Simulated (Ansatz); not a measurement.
## A ladder of methods for BH2O (SMILES B[O])

The species is BH2O (4 atoms), meant as a doublet with charge 0. As SMILES, `B[O]`. Geometry: optimised at r2SCAN/def2-SVP.

Quantity: the adiabatic electron affinity (to the singlet anion, shapes relaxed at r2SCAN/def2-SVP, no zero-point term), in eV. The values are calculated.

The electron affinity is E(neutral) − E(anion): positive where the electron is bound.

```json
{"level": "UHF/def2-TZVPP", "kind": "Hartree–Fock", "program": "Ansatz", "value (eV)": "0.78"}
{"level": "UBLYP/def2-TZVPP", "kind": "GGA", "program": "Ansatz", "value (eV)": "2.02"}
{"level": "U-r2SCAN/def2-TZVPP", "kind": "meta-GGA", "program": "Ansatz", "value (eV)": "2.02"}
{"level": "UB3LYP/def2-TZVPP", "kind": "global hybrid", "program": "Ansatz", "value (eV)": "2.20"}
{"level": "UPBE0-D4/def2-TZVPP", "kind": "global hybrid", "program": "Ansatz", "value (eV)": "2.11"}
{"level": "UCAM-B3LYP/def2-TZVPP", "kind": "range-separated hybrid", "program": "Ansatz", "value (eV)": "2.23"}
{"level": "RPA@PBE/def2-TZVPP", "kind": "RPA", "program": "Ansatz", "value (eV)": "2.40"}
{"level": "UMP2/def2-TZVPP", "kind": "perturbation theory", "program": "Ansatz", "value (eV)": "2.71"}
```

The values span 0.78 to 2.71 eV.
